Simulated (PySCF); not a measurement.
An unknown is described by computed data only.

Elements present: N and O. Monoisotopic mass: 29.9974 u (electron mass counted); charge +1.

| Quantity | Value |
| --- | --- |
| UV, first state | lowest singlet excitation: 10.06 eV (123 nm, f = 0.033 summed over 2 states within 0.01 eV) [TDDFT CAM-B3LYP/def2-SVPD] |
| XPS | N1s 426.0, O1s 558.3 eV [ΔSCF SCAN, pcX-2 on the ionised atom, pcseg-1 elsewhere, spin-free X2C] |
| Rotational structure | rotational constant B (linear): 61.160 GHz [GFN2-xTB] |
| Triplet | lowest triplet excitation (Tamm–Dancoff): 7.61 eV [TDA CAM-B3LYP/def2-SVPD] |
| Polarisability | 6.9 au [CAM-B3LYP/def2-SVPD] |

Electronic properties: PySCF, gas phase, density fitting. Levels stand in brackets. Geometry: GFN2-xTB; no solvent, vibrations or thermal averaging.

Problem. Which formula fits the mass and the elements?

Solution. NO (calculated 29.9974). No other formula that holds each of these elements comes within 0.0003 u with a fitting electron parity and a possible valence count.

Problem. What is the compound? Reason from the data.

Solution. The core levels belong to: N1s 426.0 eV, nitrogen bonded to O; O1s 558.3 eV, oxygen bonded to N. The hole state at 426.0 eV has ⟨S²⟩ = 0.84 against 0.75, so that value is less sure. The optimised geometry has point group C∞v and is a linear rotor. Structure: `N#[O+]` (NO+).
